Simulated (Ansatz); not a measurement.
We consider anthracene C14H10, described by PBE in Ansatz (PAW).

Run with plane-wave cutoff 500 eV, 4×4×4 k mesh, gaussian smearing 0.02 eV, scalar-relativistic PAW data made under PBE.

Computed at the level's own relaxed cell.

Task: Predict the equilibrium volume per atom.

Result: 
- equilibrium volume per atom = 12.69 Å³/atom

Note: the cell comes from a level without a dispersion term, which matters for the spacing of layers, chains or molecules; the volume lies 33 % above that of the published cell.

Computed values are for the static lattice.

Ansatz is a program for electronic structure.
